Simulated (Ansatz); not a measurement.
Results of PBEsol in Ansatz (PAW) for bcc Nb.

A relaxed, unreconstructed slab of the (111) face has 18 atoms, two equal faces of 18.553 Å² each and an energy of -80912.0974 eV. A bulk cell of 3 atoms with the same orientation and in-plane k mesh has -13486.3634 eV. Energies are extrapolated to zero smearing.

Run with plane-wave cutoff 500 eV, 18×18×1 k mesh (along the axes of the cell as run), Fermi–Dirac smearing 0.1 eV, scalar-relativistic PAW data made under PBE.

Worked out: γ = (E_slab − N E_bulk per atom)/2A = [-80912.0974 − 18 × (-13486.3634/3)]/(2 × 18.553) = 0.1639 eV/Å². With 16.022 J/m² per eV/Å² this is 2.63 J/m², or 3.04 eV per surface cell and face.

Ansatz is an electronic-structure program.
